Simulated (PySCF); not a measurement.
## CF4: from structure and modes to constants

All numbers come from B3LYP in PySCF with C def2-SVP, F def2-SVP; no relativity; density-fitted integrals.

The singlet minimum has Td symmetry. Masses (u): C 12.00000, F 18.99840.

```xyz
5
charge 0 multiplicity 1, angstrom
C     0.0000    0.0000    0.0000
F     0.7639    0.7639    0.7639
F    -0.7639    0.7639   -0.7639
F     0.7639   -0.7639   -0.7639
F    -0.7639   -0.7639    0.7639
```

Harmonic wavenumbers (cm⁻¹): 436.4 (e, ×2), 630.1 (t2, ×3), 917.2 (a1, ×1), 1305.0 (t2, ×3).

(1) Find the principal moments of inertia and the rotational constants. What kind of rotor is it?

(2) Find the vibrational entropy and heat capacity at 298.15 K.

(3) Give the standard entropy (298.15 K, 1 bar) by its translational, rotational, vibrational and spin parts, and Cp.

Answers

(1) About the centre of mass I = 88.691, 88.691, 88.691 u Å². With B = 16.8576/I this gives 0.1901, 0.1901, 0.1901 cm⁻¹. The molecule is a spherical top.

(2) With u = 1.43878 ω/T, each mode gives S = R[u/(eᵘ−1) − ln(1−e⁻ᵘ)] and C = R u² eᵘ/(eᵘ−1)².
```csv
ω (cm⁻¹),u,S (J/(mol K)),C (J/(mol K))
436.4 (×2),2.106,3.51,5.82
630.1 (×3),3.040,1.68,4.05
917.2,4.426,0.55,2.00
1305.0 (×3),6.297,0.11,0.61
```
The sums over all modes are S = 12.9 and C = 27.6 J/(mol K); the softest mode gives 27 % of the entropy (each member, where degenerate).

(3) Sackur–Tetrode with M = 87.99 u gives 164.7; rotation with symmetry number 12 gives 83.8; vibration 12.9; spin R ln 1 = 0.0. The total is 261.4 J/(mol K), and Cp = 4 R + 27.6 = 60.9 J/(mol K).
